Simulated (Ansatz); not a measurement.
Relaxation of CH3SSi (6 atoms, charge 1, multiplicity 1), to a largest force component of 0.02 eV/Å in at most 50 steps.

Level of theory: Ansatz, RKS PBE-D4/6-31G*.

```xyz
6
Properties=species:S:1:pos:R:3:forces:R:3
C -0.999 0.152 -1.006 0.85 0.10 1.13
Si 0.125 0.132 0.322 -0.46 -0.23 -0.87
S 1.337 0.295 1.993 -0.60 0.48 -0.05
H -1.837 -0.534 -1.041 -0.38 -0.37 0.26
H -0.774 0.685 -1.922 0.31 0.38 -0.30
H 2.148 -0.730 1.653 0.28 -0.37 -0.18
```

Task: Where does it end, and by what steps?

Result: It converged. Limits of this set-up: the dipole of an ion depends on the origin. After 11 steps the energy has fallen by 0.306 eV; Si2 moved furthest, 0.71 Å.

```tsv
step	energy less start (eV)	largest force component (eV/Å)	accepted
0	0.0000	1.133	yes
1	-0.0545	0.566	yes
2	-0.0949	0.449	yes
3	-0.1506	0.535	yes
4	-0.2292	0.457	yes
5	-0.2644	0.564	yes
6	-0.2908	0.433	yes
7	-0.2455	0.310	no
8	-0.3047	0.119	yes
9	-0.3057	0.081	yes
10	-0.3062	0.030	yes
11	-0.3062	0.018	yes
```

```xyz
6
Properties=species:S:1:pos:R:3
C -0.979 0.215 -0.899
Si 0.425 -0.402 -0.034
S 1.111 0.316 1.780
H -1.899 -0.395 -0.926
H -0.825 0.811 -1.815
H 2.167 -0.545 1.893
```

Run time: 19 s on 1 thread of Arm Neoverse V1 (shared host), peak memory 0.12 GiB.
